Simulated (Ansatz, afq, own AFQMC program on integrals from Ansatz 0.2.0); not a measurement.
Integrals from Ansatz 0.2.0, then the random walk in our own AFQMC program (afq).

```yaml
crystal:
  periodic: [false, false, false]
  atoms:
    - {symbol: Sc, position_ang: [0.000000, 0.000000, 0.000000]}
basis:
  gaussian: {orbitals: def2-TZVP}
magnetization: {spin_polarized: true, initial_magnetization: 1}
correlation: {method: ccsd_t, electrons: outside_noble_gas, hamiltonian_folder: ham}
```

```sh
$ ansatz run in.yaml --threads 1 --pin off --events-out ev --progress --plain --max-ram 1843MiB
```

afq runs on the folder ham with

```
--method phaseless --trial hf --walkers 120 --populations 1 --least-time 40 --time-step 0.005 --steps-per-block 20 --equilibration-blocks 160 --max-blocks 600 --target-error 0.00063 --factor-cut 1e-05 --start spin_pure --seed 8109 --taylor-order 6
```

Times are imaginary, in 1/Eh. The walk had a cap of 636 s.

afq prints:

```
orbitals 36  electrons 2 1  factors 242 of 284
reference energy -759.72443939 Eh
CCSD correlation -0.03720501 Eh in 14 cycles, weight of the determinant in the CISD state 0.9194
energy of the start -759.724489 Eh
 block  time / (1/Eh)  mean weight  energy / Eh
     1     0.100  1.0001  -759.727141
     2     0.200  0.9997  -759.729593
     3     0.300  1.0002  -759.732198
     4     0.400  0.9998  -759.733997
     5     0.500  1.0001  -759.735688
     8     0.800  1.0001  -759.739562
    20     2.000  1.0001  -759.745554
    77     7.700  1.0000  -759.763503
   134    13.400  0.9998  -759.752659
   191    19.100  0.9991  -759.761389
   248    24.800  1.0003  -759.758735
   305    30.500  1.0012  -759.761091
   362    36.200  0.9996  -759.759818
   419    41.900  1.0008  -759.774580
   476    47.600  0.9990  -759.764244
   533    53.300  1.0023  -759.761896
   590    59.000  1.0017  -759.756416
   647    64.700  0.9997  -759.761128
   704    70.400  1.0007  -759.761482
   723    72.300  0.9994  -759.746657
   742    74.200  1.0000  -759.756973
blocks merged  error / Eh  count
     1  0.000281  600
     2  0.000374  300
     4  0.000498  150
     8  0.000651  75
    16  0.000793  37
    32  0.000898  18
    64  0.001068  9
energy -759.761528 +/- 0.000898 Eh
(rows thinned)
```

The run passed its tests (sampling time, drift between the halves within three errors, error under three times the target), which doesn't prove that it has relaxed.

Against this walk (error 24.4 meV) on the same determinant: CCSD(T) 25.6 meV lower (within the noise), full CI 39.3 meV lower (within the noise), a separate phaseless walk with a CISD trial and standard settings 22.9 ± 24.7 meV lower (within the noise). The error is statistical and leaves out the bias of the constraint.

Cautions: constraint bias not in the error; error above the target (24.4 against 17.1 meV); no relativity below Rb; outer-core shells of the metal frozen.

The walk took 2.6 min on 1 thread of Arm Neoverse V2, with other jobs on the host. The log's last line is the phaseless energy.

A walk keeps the symmetry of its determinant, which the program's search chose and which needn't be the lowest solution, so a lower state of the same spin and another symmetry isn't excluded.
